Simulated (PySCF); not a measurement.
Calculation: PySCF with PBE-D3(BJ)/def2-TZVP. Isolated molecules, 0 K electronic values unless said otherwise. Excitations are Tamm–Dancoff values on a coarser integration grid. The basis has no diffuse functions, so Rydberg states are missing or too high.

Reference species (SMILES): `ClB(Cl)Cl` (neutral, multiplicity 1).

```json
{
  "S1 oscillator strength": "0.000",
  "S1–T1 gap (TDA)": "0.19 eV",
  "T1 excitation (TDA)": "4.90 eV"
}
```

Changed species: `[SiH3]B(Cl)Cl` (1 of 3 Cl replaced by SiH3; the reference has 0 of 3 Cl replaced by SiH3).

Q: Predict the effect on the S1 oscillator strength, S1–T1 gap (TDA) and T1 excitation (TDA).

A: the S1 oscillator strength stays essentially unchanged; the S1–T1 gap (TDA) rises by 0.56 eV, to 0.75 eV; the T1 excitation (TDA) drops by 1.30 eV, to 3.60 eV.
